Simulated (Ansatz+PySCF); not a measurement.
## singlet C₃H₄: levels of theory in one basis

```yaml
atoms:
  - { symbol: C, position_ang: [0.0000, 0.0000, -0.7866] }
  - { symbol: C, position_ang: [0.0000, 0.5965, 0.4581] }
  - { symbol: C, position_ang: [0.0000, -0.5965, 0.4581] }
  - { symbol: H, position_ang: [0.8452, 0.0000, -1.3467] }
  - { symbol: H, position_ang: [-0.8452, 0.0000, -1.3467] }
  - { symbol: H, position_ang: [0.0000, 1.4625, 0.9581] }
  - { symbol: H, position_ang: [0.0000, -1.4625, 0.9581] }
```

Basis set: def2-SVP (spherical functions). Frozen core: 3 orbitals. Charge 0, multiplicity 1.

Computed with Ansatz (development build ahead of 0.2.0); each method stands on the lowest determinant of its kind that the runs found. NEVPT2 correlates all electrons. Active spaces start from the frontier orbitals, and the lowest solution found is given.

```csv
method,E − E(RHF) (eV),<S²> of the determinant
RHF,0.00,0.00
RHF-CCSD,-11.36,–
RHF-CCSD(T),-11.73,–
"CASSCF(2,2)",-0.63,–
"SC-NEVPT2(2,2)",-10.94,–
```

**Question.** What does RHF-MP2 give on the same scale?

**Answer.** -10.60 eV.

**Question.** Is a single determinant a sound starting point here?

**Answer.** By this sign, yes. Unrestricted orbitals gain 0.00 eV and <S²> is 0.00 against 0.00 for a pure state. The CASSCF(2,2) natural occupations are 1.94, 0.06.
